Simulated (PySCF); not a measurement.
Basis set benchmark on one molecule

Molecule: SMILES P, H$_{3}$P.

Atom-mapped SMILES (the numbers label the heavy atoms): `[PH3:1]` (H(Xn): hydrogen on atom n).

Geometry PBE0-D3(BJ)/def2-SVP throughout; GIAO in PySCF 2.14.0 with density-fitted response routines, gas phase, one conformer, non-relativistic; equivalent atoms averaged; functional PBE0.

Reference values (measured; solution; E. Pretsch, P. Bühlmann, M. Badertscher, Structure Determination of Organic Compounds, 4th ed., Springer 2009): δ(H(P1)) = 1.79 ppm. Computed shifts are taken against TMS, calculated as an isolated molecule at each level.

**Question.** How do the basis sets pcSseg-0, cc-pVDZ, aug-cc-pVDZ, IGLO-III, cc-pVTZ, pcSseg-3 perform against the reference? Times are CPU seconds on 1 thread of an AMD EPYC 7R13, shared host.

**Answer.** 
```
  basis set  functions  H(P1)  abs. error H  core-s
   pcSseg-0         19   2.12          0.33    0.64
    cc-pVDZ         33   1.83          0.04    0.85
aug-cc-pVDZ         54   1.89          0.10     1.3
   IGLO-III         74   1.95          0.16     1.4
    cc-pVTZ         76   1.91          0.12     1.7
   pcSseg-3        175   1.98          0.19     4.5
```

For ¹H the closest is cc-pVDZ (0.04 ppm) and the furthest pcSseg-0 (0.33 ppm). Where a smaller basis beats a larger one, errors probably cancel; the largest sets show where the functional converges. One molecule is a small sample, and vibrational and solvent effects are absent from the calculation.

A small basis that lands close on one nucleus may do so by chance; judge by the trend and by all nuclei.
